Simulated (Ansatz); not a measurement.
Basis-set extrapolation for `O=C1C=CCO1` (PBE0-D4/def2-TZVP geometry, frozen core, the Gaussian-basis code of Ansatz). Multiplicity 1, RHF reference.

```
                      def2-TZVPP   def2-QZVPP
                 HF  -303.642126  -303.655480
    MP2 correlation    -1.081958    -1.159457
CCSD(T) correlation    -1.152028      not run
```

Energies in hartree. Use E(X) = E(∞) + A·exp(−7.88·√X) for Hartree–Fock and E(X) = E(∞) + B·X^(−2.97) for correlation, with X = 3 and 4, and add CCSD(T) minus MP2 of the smaller set to the MP2 limit.

Task: What is the CCSD(T) energy at the basis-set limit?

Result: HF limit: -303.655480 + (-0.013354) × 0.13774 = -303.65732. MP2 limit: -1.159457 + (-0.077499) × 0.74074 = -1.21686. Higher-order term: -1.152028 − (-1.081958) = -0.07007. Total: -304.94425 hartree, 394.1 kJ/mol below CCSD(T)/def2-TZVPP.
